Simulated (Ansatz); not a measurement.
Relaxation of BClFH (4 atoms, charge 0, multiplicity 1), to a largest force component of 0.03 eV/Å in at most 50 steps.

Method: RKS B3LYP-D4/cc-pVDZ (Ansatz 0.2.0).

```xyz
4
Properties=species:S:1:pos:R:3
B -0.302 0.000 -0.835
Cl 1.466 0.000 1.673
H 1.759 0.000 0.368
F -1.500 0.000 -0.384
```

Problem. Where does it end, and by what steps?

Solution. It converged. The force dipped under the threshold on the way, but the program's further checks kept it going. After 14 steps the energy has fallen by 0.193 eV; Cl2 moved furthest, 0.85 Å.

```tsv
step	energy less start (eV)	largest force component (eV/Å)	accepted
0	0.0000	0.891	yes
1	-0.0212	1.144	yes
2	-0.0543	0.285	yes
3	-0.0306	2.119	no
4	-0.0710	0.576	yes
5	-0.0893	0.748	yes
6	-0.1164	0.382	yes
7	-0.1061	1.375	no
8	-0.1387	0.301	yes
9	-0.1540	0.690	yes
10	-0.1857	0.132	yes
11	-0.1922	0.017	yes
12	-0.1905	0.181	no
13	-0.1924	0.035	yes
14	-0.1926	0.001	yes
```

```xyz
4
Properties=species:S:1:pos:R:3
B -0.531 0.000 -0.405
Cl 2.310 0.000 1.551
H 1.224 0.000 0.802
F -1.579 0.000 -1.126
```

Whether the end is a true minimum wasn't checked by a vibrational analysis.

Time of the run: 7.5 s on 1 thread of AMD EPYC 9R45 96-Core Processor (Zen 5) (shared host), peak memory 0.14 GiB.
